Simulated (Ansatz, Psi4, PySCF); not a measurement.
Molecule: C$_{2}$H$_{3}$, net charge 0, doublet state. SMILES: C=[CH]
Geometry: optimised at B3LYP-D3(BJ)/def2-TZVP (Ansatz, an electronic-structure program).

Property: enthalpy of formation at 298 K, in kcal/mol. Conventions: 6-311+G** with 5d; non-relativistic; frozen cores in correlated levels; UHF or UKS for open shells; dispersion terms only where a functional's name holds one; LANL2DZ all-electron up to Ne; no spin-orbit coupling; six Cartesian d functions in 6-31G* and its kin unless marked 5d. First-principles rows: single points at B3LYP-D3(BJ) geometries (Ansatz), with unscaled harmonic terms from B3LYP/6-31G* at its own minima, enthalpies of formation by atomisation with measured atoms. A UHF reference is markedly spin-contaminated in at least one set, which strains HF and MP2.

Measured values: G2/97 table in ASE (Curtiss et al.); they hold spin-orbit and core effects, anharmonicity. 

Value to compare with, the measured value: 71.6 kcal/mol.

| level | program | enthalpy of formation at 298 K (kcal/mol) | error |
|---|---|---|---|
| HF/6-311+G** | Ansatz | 182.2 | 110.6 |
| PBE/LANL2DZ | Ansatz | 71.1 | -0.5 |
| BP86/6-31G* (5d) | PySCF | 56.6 | -15.0 |
| B3LYP/6-31G* | Ansatz | 72.8 | 1.2 |
| B3LYP/6-31+G* | Ansatz | 75.0 | 3.4 |
| M06-2X/6-311+G** | PySCF | 74.5 | 2.9 |
| wB97X-D/6-311+G** | Psi4 | 75.0 | 3.4 |
| MP2/STO-3G | Ansatz | 81.0 | 9.4 |
| MP2/3-21G | Ansatz | 135.0 | 63.4 |
| B3LYP/def2-TZVPD | Ansatz | 70.1 | -1.5 |
| PBE0/def2-TZVPD | Ansatz | 67.6 | -4.0 |
| wB97X-V/def2-TZVPD | Ansatz | 73.5 | 1.9 |

Among the 9 habitual levels, HF/6-311+G** lies farthest from the measured value (110.6 kcal/mol); 7 of 9 lie above it, and their mean absolute error is 23.3 kcal/mol, the median 3.4. One case shows no general order.

The levels are drawn from those run, B3LYP/6-31G* more often than the rest, none by its result; runs whose electronic state is in doubt are left out.
